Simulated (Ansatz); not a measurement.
# C3H8S2: up Jacob's ladder to CCSD(T)

Aim: compute C3H8S2 with functionals from several rungs and with coupled cluster, and see how far each lands from CCSD(T) at the basis-set limit for the atomisation energy.

The runs use Ansatz 0.2.0, Gaussian basis; functionals in def2-TZVPP, the program's frozen cores in correlated methods.

Levels to be run: LDA (SPW92), PBE-D4, revPBE-D4, BLYP-D4, r2SCAN-D4, B97M-V, PBE0-D4, B3LYP-D4, r2SCANh-D4, r2SCAN0-D4, HSE06-D4, BHLYP-D4, CAM-B3LYP-D4, LC-ωPBE, ωB97X-V, ωB97M-V, B2PLYP, PBE-QIDH; CCSD(T)/def2-SVP; CCSD(T)/def2-TZVPP; MP2/def2-QZVPP; extrapolation to the limit; RPA on PBE.

**1. Structure used throughout**

An earlier PBE0-D4 in a triple-zeta def2 set relaxation fixed the geometry.

SMILES `SCCCS`, 13 atoms, charge 0, spin multiplicity 1.

Atoms are counted from 1 here; the program's logs count them from 0.

Bond lengths: S1–C2 1.815 Å, S1–H6 1.343 Å, C2–C3 1.520 Å, C2–H7 1.094 Å, C2–H8 1.091 Å, C3–C4 1.516 Å, C3–H9 1.095 Å, C3–H10 1.095 Å, C4–S5 1.810 Å, C4–H11 1.090 Å, C4–H12 1.094 Å, S5–H13 1.343 Å. Angles: C2–S1–H6 96.6°, S1–C2–C3 115.0°, S1–C2–H7 104.3°, S1–C2–H8 108.8°, C3–C2–H7 110.6°, C3–C2–H8 110.8°, H7–C2–H8 106.8°, C2–C3–C4 113.3°, C2–C3–H9 109.4°, C2–C3–H10 108.8°, C4–C3–H9 109.6°, C4–C3–H10 109.2°, H9–C3–H10 106.3°, C3–C4–S5 113.9°, C3–C4–H11 111.0°, C3–C4–H12 110.3°, S5–C4–H11 109.7°, S5–C4–H12 104.4° and more.

Coordinates:

```
S    -2.24026   -0.35774    0.79302
C    -0.50482   -0.78890    1.10151
C     0.51052    0.06245    0.35620
C     0.43070   -0.09069   -1.15021
S     1.65057    0.89454   -2.05400
H    -2.20204    0.85635    1.36561
H    -0.42760   -1.83620    0.79563
H    -0.32063   -0.75902    2.17639
H     0.37155    1.11457    0.62627
H     1.51611   -0.21128    0.69255
H    -0.57059    0.14095   -1.51479
H     0.64614   -1.12349   -1.43906
H     1.14034    2.09849   -1.74913
```

**2. LDA**

This LDA is Slater exchange with PW92 correlation.

Contents of in.yaml:

```yaml
crystal:
  periodic: [false, false, false]
  atoms:
    - {symbol: S, position_ang: [-2.240265, -0.357738, 0.793024]}
    - {symbol: C, position_ang: [-0.504818, -0.788905, 1.101507]}
    - {symbol: C, position_ang: [0.510517, 0.062455, 0.356201]}
    - {symbol: C, position_ang: [0.430698, -0.090689, -1.150212]}
    - {symbol: S, position_ang: [1.650575, 0.894537, -2.053999]}
    - {symbol: H, position_ang: [-2.202044, 0.856345, 1.365610]}
    - {symbol: H, position_ang: [-0.427599, -1.836203, 0.795625]}
    - {symbol: H, position_ang: [-0.320630, -0.759024, 2.176394]}
    - {symbol: H, position_ang: [0.371546, 1.114566, 0.626267]}
    - {symbol: H, position_ang: [1.516107, -0.211283, 0.692548]}
    - {symbol: H, position_ang: [-0.570585, 0.140955, -1.514786]}
    - {symbol: H, position_ang: [0.646141, -1.123495, -1.439064]}
    - {symbol: H, position_ang: [1.140338, 2.098491, -1.749126]}
basis:
  gaussian: {orbitals: def2-TZVPP}
hamiltonian: {xc: lda}
output: {orbitals: {seedname: orbitals}}
```

Launch:

```bash
$ ansatz run in.yaml --threads 4 --pin off --events-out ev --progress --plain --max-ram 10444MiB
```

Further steps of the session: PBE-D4 (GGA); revPBE-D4 (GGA); BLYP-D4 (GGA); r2SCAN-D4 (meta-GGA); B97M-V (meta-GGA); B3LYP-D4 (hybrid); r2SCANh-D4 (hybrid); r2SCAN0-D4 (hybrid); HSE06-D4 (hybrid); BHLYP-D4 (hybrid); CAM-B3LYP-D4 (range-separated); LC-ωPBE (range-separated); ωB97X-V (range-separated); ωB97M-V (range-separated); B2PLYP (double hybrid); PBE-QIDH (double hybrid); CCSD(T) in def2-SVP; CCSD(T) in def2-TZVPP; MP2 in def2-QZVPP; RPA on PBE orbitals.

**Question.** What will the summary of the whole plan be? Wanted: atomisation energy, CCSD(T)/CBS; farthest beyond LDA; mean size of error, GGA; mean size of error, meta-GGA; mean size of error, hybrid; mean size of error, range-separated; mean size of error, double hybrid; gap, smallest and largest; T1 diagnostic.

The runs gave:

```
                               quantity                                                                                value
        atomisation energy, CCSD(T)/CBS                                                                            48.660 eV
    functionals within 0.243 eV (0.5 %)  revPBE-D4, r2SCAN-D4, B97M-V, B3LYP-D4, r2SCANh-D4, CAM-B3LYP-D4, ωB97X-V, PBE-QIDH
                    farthest beyond LDA                                                                 BHLYP-D4 (-1.275 eV)
                mean size of error, GGA                                                                             0.463 eV
           mean size of error, meta-GGA                                                                             0.164 eV
             mean size of error, hybrid                                                                             0.417 eV
    mean size of error, range-separated                                                                             0.198 eV
      mean size of error, double hybrid                                                                             0.402 eV
              gap, smallest and largest                                                4.69 eV (BLYP-D4), 11.89 eV (LC-ωPBE)
                          T1 diagnostic                                                                               0.0099
triples share of the correlation energy                                                                                4.2 %
```

The LDA atomisation energy is off by 7.009 eV (14 %): it overbinds. PBE-D4 misses by +0.932 eV. Double hybrids carry the basis error of their MP2 part in triple zeta, and no dispersion term here, so their miss is partly the set-up's. The rungs meta-GGA, range-separated miss on average by less than the doubt on the reference (0.243 eV), so they tie. The reference freezes the cores and leaves out relativity and excitations past (T), so misses under about 0.243 eV can't be ranked. Hartree-Fock recovers 73 % of the binding; the rest is correlation. CCSD(T) in def2-SVP is off by -2.499 eV, which most functionals beat. Orbital gaps span 4.7 to 11.9 eV; exact exchange widens them.
